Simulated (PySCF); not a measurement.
Gas-phase reaction: 3 H3SiOH ⇌ 2 SiH + SiH4 + 3 H2O

Method: PySCF energies (xtb for GFN2) plus ideal-gas RRHO corrections (1 bar). † marks an energy on the PBE0/def2-TZVP geometry and frequencies; other levels use their own. MP2 and CCSD(T) freeze the core. 6-31G* has spherical d functions here. Open shells (unrestricted): SiH (multiplicity 2); the rest are closed-shell singlets. GFN2 has no spin-polarisation term. Spin-orbit splitting is ignored; it lowers the true energy and changes the entropy of SiH. B3LYP is the form with VWN-RPA correlation. H3SiOH: computed as isolated molecules; such fragments, hydroxides, amides, oligomers or adducts are transient or little studied in the gas. MP2 isn't extrapolated to the basis-set limit. CCSD(T) isn't extrapolated to the basis-set limit. Warning, large T1 diagnostic: SiH (CCSD(T)/def2-TZVPP†).

| level | ΔH°(298 K), kJ |
|---|---|
| B3LYP/6-31G* | 889 |
| CCSD(T)/def2-TZVPP† | … |
| GFN2-xTB | 1159 |
| MP2/def2-SVP† | 883 |
| PBE/def2-SVP | … |
| PBE0/def2-QZVP† | 885 |
| ωB97M-V/def2-TZVP† | … |

### Question
Some entries are withheld; supply them.

### Answer

- CCSD(T)/def2-TZVPP†, ΔH°(298 K), kJ: 882
- PBE/def2-SVP, ΔH°(298 K), kJ: 883
- ωB97M-V/def2-TZVP†, ΔH°(298 K), kJ: 923
